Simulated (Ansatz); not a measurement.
## Ansatz (development build ahead of 0.2.0) run

```yaml
crystal:
  periodic: [false, false, false]
  atoms:
    - { symbol: Al, position_ang: [1.45, 0.0, 0.0] }
    - { symbol: Al, position_ang: [-0.725, 1.25574, 0.0] }
    - { symbol: Al, position_ang: [-0.725, -1.25574, 0.0] }
basis:
  gaussian: { orbitals: def2-SVP }
magnetization:
  initial_magnetization: 1
hamiltonian:
  xc: pbe0
output:
  forces: true
```

The input is written out in the form of the current development build from the run's settings.

Output:

```
Converged                       : yes
Total energy                    : -726.63116 hartree
Spin squared of the determinant : 0.750
Stability test                  : minimum among restricted orbitals
```

Forces (eV/Å):
| atom | Fx | Fy | Fz |
| --- | --- | --- | --- |
| Al1 | -0.013 | 0.000 | 0.000 |
| Al2 | 0.006 | -0.011 | 0.000 |
| Al3 | 0.006 | 0.011 | 0.000 |
